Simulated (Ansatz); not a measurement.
Born–Oppenheimer molecular dynamics of AlClH$_{4}$ (6 atoms, charge 0, multiplicity 1). It starts at the highest image of a converged band, a first-order saddle point between two minima.

The calculation used RKS B3LYP/def2-SVP (Ansatz).

```
ensemble                      : NVE (velocity Verlet)
time step                     : 0.5 fs
steps asked                   : 200
starting velocities drawn for : 300 K
seed                          : 5501
```

First frame:

```xyz
6
Properties=species:S:1:pos:R:3
Al 0.018 -0.378 -0.144
Cl 0.013 -0.012 2.393
H 1.409 0.162 -0.655
H -1.402 0.087 -0.650
H 0.061 -1.894 0.511
H 0.045 -1.231 1.711
```

(1) How far do the bonds stretch over the last three quarters of this one trajectory? (Pairs bonded in most of those frames.)

Answers

(1) 
| bond | mean (Å) | spread (Å) | shortest | longest |
| --- | --- | --- | --- | --- |
| Al1–H3 | 1.588 | 0.022 | 1.56 | 1.62 |
| Al1–H4 | 1.590 | 0.015 | 1.56 | 1.61 |
| Al1–H5 | 1.594 | 0.025 | 1.55 | 1.63 |
| Cl2–H6 | 1.297 | 0.012 | 1.28 | 1.32 |

Pairs bonded in part of these frames only: Al1–Cl2 11 %.

Mean temperature of the second half: 226 K. The conserved energy stayed within 0.037 meV per atom of its start (net change 0.025 meV per atom), so the integration is sound. A run of 0.1 ps of so small a system gives no equilibrium averages. The orbitals stay closed-shell, which can raise the energy where a bond breaks towards radicals; this wasn't checked here.

The run took 4.4 min on 1 thread of Arm Neoverse V1, with other jobs on the host, peak memory 0.1 GiB.
